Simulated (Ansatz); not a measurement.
The same path of CH5O2 (8 atoms, charge 1, multiplicity 1) was run twice with different band settings. Lost on the way: C2–H6. Made: O1–H6.

Level of theory: Ansatz, RKS PBE/cc-pVDZ.

Relaxed end points:

```xyz
8
Properties=species:S:1:pos:R:3
O -1.257 0.753 -0.113
C 0.008 0.531 -0.368
O 0.435 -0.939 0.524
H -1.849 0.244 -0.714
H 0.311 0.150 -1.361
H 0.672 1.263 0.124
H 0.300 -0.796 1.493
H 1.380 -1.206 0.415
```

```xyz
8
Properties=species:S:1:pos:R:3
O -0.978 0.782 -0.111
C 0.560 0.361 -0.303
O 0.538 -0.894 0.701
H -1.559 0.739 -0.911
H 0.449 -0.206 -1.264
H -0.964 1.717 0.201
H 1.234 -0.712 1.375
H 0.719 -1.786 0.311
```

Common settings: movable images 9; climbing image yes; spring 5.0 eV/Å²; optimiser quadratic models (default); start path through a guess of the saddle point; iteration limit 60; end points relaxed.

| run | force threshold |
| --- | --- |
| 1 | 0.05 eV/Å |
| 2 | 0.5 eV/Å |

Task: What does each run give, and how far can it be trusted?

Result: Run 1: converged after 15 iterations, highest image 3.724 eV above the first end. Neighbouring images differ by up to 1.7 eV, so the band resolves the path poorly. A vibrational analysis at the climbing image gives one clearly imaginary mode, 1356i cm⁻¹: a first-order saddle point.
Run 2: converged after 11 iterations, highest image 3.734 eV above the first end. The threshold of 0.5 eV/Å is loose, so the images may lie well off the minimum-energy path. Neighbouring images differ by up to 1.6 eV, so the band resolves the path poorly. The order of the stationary point at the top wasn't checked.
The orbitals stay closed-shell, which can raise the energy where a bond breaks towards radicals; this wasn't checked here. Limits of this set-up: the dipole of an ion depends on the origin.
